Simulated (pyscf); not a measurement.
A first-order saddle from PySCF, ωB97X-D3(BJ)/def2-SVP:

```xyz
8

C     -0.1976     0.0598    -0.4547
Cl     1.2803     0.9870    -0.4620
H      0.1008    -1.0781     0.4547
H     -1.0764     0.6852    -0.2573
H     -0.3098    -0.5531    -1.3604
F     -0.1495     0.1567     2.1674
C     -0.4860    -0.8853     1.4378
F     -1.8058    -0.9581     1.3685
```
Charge 0, spin multiplicity 1.

Surface: singlet, charge 0. Lowest wavenumbers (cm⁻¹): 1411i, 56, 138, 237, 344.

**Question.** Which two sides does it connect, and which bonds change?

**Answer.** H₃C–Cl + F–C:–F [singlet] <-> F–CH(F)–CH₂–Cl, an insertion read from left to right: C–H broken and C–C, C–H formed. At CCSD(T)/def2-TZVPP + ΔMP2(QZVPP) it lies +1.47 eV from the left side and +4.04 eV from the right (each side as separated species at their lowest minima found). F–CH(F)–CH₂–Cl lies 0.25 eV over its isomer H₃C–C(F)(F)–Cl, and others may lie lower still (electronic energy, ωB97M-D3(BJ)). One saddle was located; it need not be the lowest between these sides. The CCSD(T) − MP2 part came from Ansatz, without density fitting, on the same reference.
